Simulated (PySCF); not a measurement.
# methyl(trifluoromethyl) sulfide (C₂H₃F₃S): electronic excitations at several levels of theory

How much do the electronic excitations of methyl(trifluoromethyl) sulfide (C₂H₃F₃S) (`CSC(F)(F)F`) depend on the level of theory, and what does each level cost?

Computed with PySCF 2.14.0, with density-fitted response routines of our own, on a single molecule in the gas phase. Atoms count from 0, in the outputs and in this text.

### Step 1. The starting structure

9 atoms, charge 0, multiplicity 1; geometry from: MMFF94s.

Bonds of the start (Å): C0–S1 1.80, S1–C2 1.79, C2–F3 1.35, C2–F4 1.35, C2–F5 1.35, C0–H6 1.09, C0–H7 1.09, C0–H8 1.09.

### Step 2. Relaxing the molecule at PBE0-D3(BJ)/def2-SVP

The job: settings as JSON, then the geometry in Å.

```
{"job": {"xc": "PBE0", "basis": "def2-SVP", "d3": "d3bj", "grid": 1, "kind": "geom"}, "charge": 0, "multiplicity": 1}
C     -1.301059    -0.012476    -0.404532
S      0.010780     1.210798    -0.223252
C      1.253042     0.121569     0.457957
F      1.542141    -0.890338    -0.393051
F      2.405376     0.782267     0.711006
F      0.838287    -0.433882     1.620368
H     -2.187490     0.471061    -0.824031
H     -0.992128    -0.811529    -1.083620
H     -1.568947    -0.437470     0.566396
```

Log:

```text
step   0  E = -774.81790486  max force = 0.023138
step   1  E = -774.81967432  max force = 0.004859
step   2  E = -774.81991461  max force = 0.001509
step   3  E = -774.81999942  max force = 0.000978
step   4  E = -774.82004410  max force = 0.001110
step   5  E = -774.82005301  max force = 0.000339
optimisation converged
```

Wall time 18 s (1 thread, shared host).

Relaxation path:

| step | energy from step 0 (eV) | largest force component (eV/Å) |
| --- | --- | --- |
| 0 | 0.0000 | 1.1898 |
| 1 | -0.0481 | 0.2499 |
| 2 | -0.0547 | 0.0776 |
| 3 | -0.0570 | 0.0503 |
| 4 | -0.0582 | 0.0571 |
| 5 | -0.0585 | 0.0174 |

Distances of close pairs at the start and the end, largest changes first:

| bond | before (Å) | after (Å) | change (Å) |
| --- | --- | --- | --- |
| C2–F4 | 1.352 | 1.326 | -0.026 |
| C2–F3 | 1.353 | 1.334 | -0.020 |
| C2–F5 | 1.353 | 1.334 | -0.020 |
| S1–C2 | 1.787 | 1.804 | +0.017 |
| C0–H7 | 1.093 | 1.098 | +0.005 |
| C0–H8 | 1.093 | 1.098 | +0.005 |
| C0–H6 | 1.093 | 1.098 | +0.005 |
| C0–S1 | 1.803 | 1.807 | +0.005 |

The final coordinates are the input of the step that follows.

| at the end point | value |
| --- | --- |
| point group (found at 0.08 Å tolerance) | Cs |
| rotational constants (GHz, main isotopes) | 4.416, 2.332, 2.098 |
| dipole moment (D) | 2.11 |

### Step 3. TDDFT and polarisability: PBE0/aug-cc-pVDZ

The job: settings as JSON, then the geometry in Å.

```
{"job": {"kind": "uv", "xc": "PBE0", "basis": "aug-cc-pVDZ"}, "charge": 0, "multiplicity": 1}
C     -1.277611    -0.061973    -0.493778
S     -0.035069     1.209213    -0.166596
C      1.228099     0.142782     0.556000
F      1.641307    -0.800993    -0.290847
F      2.271029     0.893103     0.885695
F      0.798833    -0.487023     1.650449
H     -2.120390     0.454153    -0.972491
H     -0.886244    -0.823337    -1.182012
H     -1.619952    -0.525924     0.440821
```

Method: TDDFT PBE0/aug-cc-pVDZ, vertical, gas phase, core orbitals frozen in the response.

Log:

```text
coarse grid: 8920 points
cycle   1  E = -775.1488492119  dE =  8.979e-01  |g| = 8.246e-01  |ddm| = 5.261e+00
cycle   2  E = -774.9985564058  dE =  1.503e-01  |g| = 1.278e+00  |ddm| = 2.602e+00
cycle   3  E = -775.2732070756  dE = -2.747e-01  |g| = 4.008e-02  |ddm| = 1.586e+00
cycle   4  E = -775.2735798524  dE = -3.728e-04  |g| = 1.807e-02  |ddm| = 1.056e-01
cycle   5  E = -775.2736754343  dE = -9.558e-05  |g| = 3.348e-03  |ddm| = 3.536e-02
cycle   6  E = -775.2736776004  dE = -2.166e-06  |g| = 1.011e-03  |ddm| = 6.066e-03
final grid: 85096 points
cycle   7  E = -775.2812640773  dE = -2.664e-05  |g| = 7.576e-03  |ddm| = 7.258e-02
cycle   8  E = -775.2812553754  dE =  8.702e-06  |g| = 1.005e-02  |ddm| = 2.794e-02
cycle   9  E = -775.2812768746  dE = -2.150e-05  |g| = 6.210e-04  |ddm| = 1.468e-02
cycle  10  E = -775.2812769498  dE = -7.529e-08  |g| = 2.207e-04  |ddm| = 1.222e-03
cycle  11  E = -775.2812769581  dE = -8.287e-09  |g| = 5.868e-05  |ddm| = 3.194e-04
cycle  12  E = -775.2812769589  dE = -7.412e-10  |g| = 1.219e-05  |ddm| = 8.771e-05
converged SCF energy = -775.2812769589

Static polarisability (au): isotropic 49.258, principal 42.633 48.132 57.007

Singlet excitations
state   eV       nm        f      main configurations
  1   5.6331    220.1   0.00005   H->L 0.78, H->L+1 0.16
  2   6.6011    187.8   0.01752   H->L+1 0.79, H->L 0.18
  3   6.9826    177.6   0.01473   H->L+2 0.84, H->L+4 0.11
  4   7.3243    169.3   0.00013   H->L+4 0.78, H->L+2 0.13
  5   7.3807    168.0   0.02411   H->L+3 0.94
  6   8.1369    152.4   0.01912   H->L+6 0.69, H-1->L 0.18
  7   8.2014    151.2   0.00578   H->L+5 0.87
  8   8.4538    146.7   0.01100   H->L+7 0.74, H->L+10 0.12
  9   8.4918    146.0   0.02734   H->L+10 0.64, H->L+7 0.20
 10   8.5412    145.2   0.00803   H->L+8 0.81, H->L+10 0.12

Triplet excitations (Tamm-Dancoff, eV): 5.1049 6.2795 6.4794 7.1570
```

It took 15 s on 1 thread, shared host.

Frontier orbitals and where they lie:

| orbital | eV | atoms |
| --- | --- | --- |
| HOMO−3 | -12.04 | F3 34 %, F5 33 %, F4 29 % |
| HOMO−2 | -11.09 | S1 28 %, C0 28 %, F4 20 % |
| HOMO−1 | -9.92 | S1 54 %, C0 13 %, C2 11 % |
| HOMO | -7.51 | S1 74 %, C0 11 %, C2 6 % |
| LUMO | -0.34 | S1 25 %, H6 22 %, H8 16 % |
| LUMO+1 | 0.38 | S1 34 %, H8 13 %, H7 13 % |
| LUMO+2 | 0.61 | S1 34 %, C0 31 %, H6 11 % |

With each of the 10 states as a Gaussian band of 0.4 eV half-width at 1/e, the curve within the window shown has maxima at 172 nm (ε 1,300), 147 nm (ε 2,500) L/(mol cm). Beyond the last state computed it falls off for lack of states. The curve at chosen wavelengths:

```
 nm  ε (L/mol/cm)
140           929
144          2042
148          2452
153          1716
157          1042
161           869
165          1085
170          1312
174          1304
178          1235
182          1160
187           999
191           783
195           530
199           307
204           126
208            54
212            21
216             8
221             3
225             2
229             2
233             1
238             1
242             0
246             0
```

Further results of this job:

| property | computed |
| --- | --- |
| dipole moment (D) | 2.25 |
| polarisability (Å³) | 7.30 |
| HOMO–LUMO gap (eV) | 7.17 |
| −ε(HOMO) (eV) | 7.51 |

### Step 4. Ultraviolet spectrum: PBE0/def2-TZVPD

Settings changed since step 3:

```diff
@@ -1,2 +1,2 @@
-{"job": {"kind": "uv", "xc": "PBE0", "basis": "aug-cc-pVDZ"}, "charge": 0, "multiplicity": 1}
+{"job": {"kind": "uv", "xc": "PBE0", "basis": "def2-TZVPD"}, "charge": 0, "multiplicity": 1}
 C     -1.277611    -0.061973    -0.493778
```

Method: TDDFT PBE0/def2-TZVPD, vertical, gas phase, core orbitals frozen in the response.

Log:

```text
coarse grid: 8920 points
cycle   1  E = -775.2668230525  dE =  8.727e-01  |g| = 8.954e-01  |ddm| = 2.356e+00
cycle   2  E = -775.0956801744  dE =  1.711e-01  |g| = 1.408e+00  |ddm| = 1.073e+00
cycle   3  E = -775.3998615339  dE = -3.042e-01  |g| = 4.793e-02  |ddm| = 6.324e-01
cycle   4  E = -775.4002867614  dE = -4.252e-04  |g| = 2.572e-02  |ddm| = 6.961e-02
cycle   5  E = -775.4004535202  dE = -1.668e-04  |g| = 4.762e-03  |ddm| = 2.519e-02
cycle   6  E = -775.4004570225  dE = -3.502e-06  |g| = 1.753e-03  |ddm| = 3.817e-03
final grid: 85096 points
cycle   7  E = -775.4086856906  dE = -6.842e-05  |g| = 7.985e-03  |ddm| = 1.030e-01
cycle   8  E = -775.4086790060  dE =  6.685e-06  |g| = 9.384e-03  |ddm| = 1.352e-02
cycle   9  E = -775.4086977755  dE = -1.877e-05  |g| = 9.009e-04  |ddm| = 7.435e-03
cycle  10  E = -775.4086979195  dE = -1.440e-07  |g| = 3.067e-04  |ddm| = 6.983e-04
cycle  11  E = -775.4086979334  dE = -1.394e-08  |g| = 8.617e-05  |ddm| = 1.971e-04
cycle  12  E = -775.4086979347  dE = -1.299e-09  |g| = 1.628e-05  |ddm| = 6.790e-05
cycle  13  E = -775.4086979348  dE = -5.684e-11  |g| = 5.229e-06  |ddm| = 1.952e-05
converged SCF energy = -775.4086979348

Static polarisability (au): isotropic 49.870, principal 43.315 48.613 57.680

Singlet excitations
state   eV       nm        f      main configurations
  1   5.5080    225.1   0.00009   H->L 0.90
  2   6.7436    183.9   0.02912   H->L+1 0.89
  3   7.0600    175.6   0.00339   H->L+2 0.87
  4   7.4713    165.9   0.00016   H->L+3 0.86, H->L+2 0.08
  5   7.5597    164.0   0.03187   H->L+4 0.99
  6   8.0234    154.5   0.00953   H->L+5 0.69, H-1->L 0.24
  7   8.1804    151.6   0.00432   H->L+6 0.58, H->L+9 0.21, H->L+7 0.13
  8   8.4008    147.6   0.00638   H->L+7 0.43, H->L+6 0.33, H->L+8 0.11
  9   8.5754    144.6   0.10980   H-1->L 0.68, H->L+5 0.26
 10   8.6852    142.8   0.05594   H->L+9 0.65, H->L+7 0.23

Triplet excitations (Tamm-Dancoff, eV): 4.9258 6.2098 6.5919 6.9693
```

Wall time 34 s (1 thread, shared host).

Key values: HOMO -7.52 eV, LUMO -0.30 eV; lowest singlet 5.51 eV.

### Step 5. Excited states and response: PBE0/6-31+G*

Settings changed since step 4:

```diff
@@ -1,2 +1,2 @@
-{"job": {"kind": "uv", "xc": "PBE0", "basis": "def2-TZVPD"}, "charge": 0, "multiplicity": 1}
+{"job": {"kind": "uv", "xc": "PBE0", "basis": "6-31+G*"}, "charge": 0, "multiplicity": 1}
 C     -1.277611    -0.061973    -0.493778
```

Method: TDDFT PBE0/6-31+G*, vertical, gas phase, core orbitals frozen in the response.

Log:

```text
coarse grid: 8920 points
cycle   1  E = -775.1156116918  dE =  8.877e-01  |g| = 8.107e-01  |ddm| = 2.890e+00
cycle   2  E = -774.9744644651  dE =  1.411e-01  |g| = 1.246e+00  |ddm| = 1.401e+00
cycle   3  E = -775.2393785628  dE = -2.649e-01  |g| = 3.577e-02  |ddm| = 8.692e-01
cycle   4  E = -775.2396764174  dE = -2.979e-04  |g| = 1.510e-02  |ddm| = 8.361e-02
cycle   5  E = -775.2397382114  dE = -6.179e-05  |g| = 2.630e-03  |ddm| = 2.582e-02
cycle   6  E = -775.2397398683  dE = -1.657e-06  |g| = 8.666e-04  |ddm| = 4.577e-03
final grid: 85096 points
cycle   7  E = -775.2221383386  dE = -1.721e-05  |g| = 8.521e-03  |ddm| = 2.998e-02
cycle   8  E = -775.2221278111  dE =  1.053e-05  |g| = 1.136e-02  |ddm| = 1.517e-02
cycle   9  E = -775.2221536490  dE = -2.584e-05  |g| = 5.730e-04  |ddm| = 8.736e-03
cycle  10  E = -775.2221537182  dE = -6.919e-08  |g| = 1.916e-04  |ddm| = 7.745e-04
cycle  11  E = -775.2221537244  dE = -6.232e-09  |g| = 5.493e-05  |ddm| = 1.884e-04
cycle  12  E = -775.2221537251  dE = -6.537e-10  |g| = 1.013e-05  |ddm| = 6.229e-05
converged SCF energy = -775.2221537251

Static polarisability (au): isotropic 44.732, principal 39.069 43.648 51.478

Singlet excitations
state   eV       nm        f      main configurations
  1   5.6337    220.1   0.00011   H->L 0.92
  2   6.9763    177.7   0.03652   H->L+1 0.87
  3   7.1317    173.8   0.00454   H->L+2 0.93
  4   7.7215    160.6   0.00003   H->L+3 0.93
  5   7.9376    156.2   0.02599   H->L+4 0.99
  6   8.3160    149.1   0.01431   H->L+5 0.65, H-1->L 0.30
  7   8.5108    145.7   0.01201   H->L+6 0.55, H->L+8 0.18, H->L+10 0.14
  8   8.6982    142.5   0.00041   H->L+8 0.72, H->L+6 0.17
  9   8.7449    141.8   0.01837   H->L+7 0.70, H->L+6 0.23
 10   8.7717    141.3   0.13551   H-1->L 0.64, H->L+5 0.28

Triplet excitations (Tamm-Dancoff, eV): 5.0640 6.3502 6.8027 7.1747
```

Wall time 9.4 s (1 thread, shared host).

This run: HOMO -7.55 eV, LUMO -0.24 eV; lowest singlet 5.63 eV.

### Step 6. Run by run: electronic excitations

Excitations and ground-state properties, with basis size and wall time:

| run | lowest singlet (eV) | brightest (eV) | f | gap (eV) | α (Å³) | μ (D) | functions | time |
| --- | --- | --- | --- | --- | --- | --- | --- | --- |
| PBE0/aug-cc-pVDZ | 5.63 | 8.49 | 0.027 | 7.17 | 7.30 | 2.25 | 169 | 15 s |
| PBE0/def2-TZVPD | 5.51 | 8.58 | 0.110 | 7.22 | 7.39 | 2.25 | 267 | 34 s |
| PBE0/6-31+G* | 5.63 | 8.77 | 0.136 | 7.31 | 6.63 | 2.36 | 118 | 9.4 s |

### Step 7. Summary of results

```
                                quantity                        value
                             point group                           Cs
    rotational constants (main isotopes)         4.42, 2.33, 2.10 GHz
       lowest singlet (PBE0/aug-cc-pVDZ)  5.63 eV (220 nm), f = 0.000
brightest single state of those computed  state 9, 8.49 eV, f = 0.027
                          lowest triplet                      5.10 eV
             range of the lowest singlet              5.51 to 5.63 eV
```

What this shows: Single values in the summary come from the first run of each kind that ended normally (PBE0/aug-cc-pVDZ), which need not be the best level. The optimisation took 5 steps and gained 0.058 eV; among the close pairs (by a distance rule), C2–F4 changed most, from 1.352 to 1.326 Å. No frequency check was run at this level, so the end point may be a saddle. The lowest singlet, at 5.63 eV, is HOMO→LUMO 0.78, HOMO→LUMO+1 0.16 and is dark; of the 10 states computed, the strongest absorption comes from state 9 at 8.49 eV. The lowest triplet lies 0.53 eV below the lowest singlet (triplets in Tamm-Dancoff, singlets in full TDDFT). States above −ε(HOMO) lie where TDDFT describes them poorly and they hang on the basis; the brightest is among them. The lowest singlet runs from 5.51 eV (PBE0/def2-TZVPD) to 5.63 eV (PBE0/6-31+G*), while the orbital gap spans 7.17 to 7.31 eV. The lowest state need not be the same one in every run.
